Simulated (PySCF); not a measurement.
Gas-phase reaction: SiF4 + 3 Si(CH3)4 → 4 (CH3)3SiF

Energies from PySCF (xtb for GFN2), thermal terms from the rigid-rotor harmonic-oscillator model, ideal gas at 1 bar. † marks an energy on the PBE0/def2-TZVP geometry and frequencies; other levels use their own. MP2 and CCSD(T) freeze the core. 6-31G* has spherical d functions here. All species are closed-shell singlets. B3LYP is the form with VWN-RPA correlation. MP2 isn't extrapolated to the basis-set limit; its ΔH°(298 K) is -28.7 kJ in def2-SVP and -13.6 kJ in def2-TZVPP. CCSD(T) isn't extrapolated to the basis-set limit. The harmonic model lacks anharmonicity and excited electronic states, which grow with temperature; levels with a mode under 35 cm⁻¹ are left out. Internal rotation in Si(CH3)4, (CH3)3SiF is treated as a harmonic vibration of one conformer, which makes the entropy rough.

| level | ΔE electronic, kJ | ΔH°(298 K), kJ | ΔS°(298 K), J/K | ΔG°(2000 K), kJ |
|---|---|---|---|---|
| B3LYP/6-31G* | -71 | -71 | 52 | -177 |
| CCSD(T)/def2-SVP† | -31 | -32 | 57 | -150 |
| GFN2-xTB | -48 | -50 | 65 | -185 |
| HF/def2-TZVP† | -30 | -31 | 57 | -149 |
| M06-2X/def2-TZVP† | -22 | -23 | 57 | -140 |
| MP2/def2-SVP† | -28 | -29 | 57 | -146 |
| MP2/def2-TZVPP† | -13 | -14 | 57 | -131 |
| ωB97M-V/def2-TZVP† | -32 | -33 | 57 | -151 |
| ωB97X-V/def2-TZVP† | -34 | -35 | 57 | -153 |
ΔH° is lowest at B3LYP/6-31G* and highest at MP2/def2-TZVPP†. No reference value is set beside these.
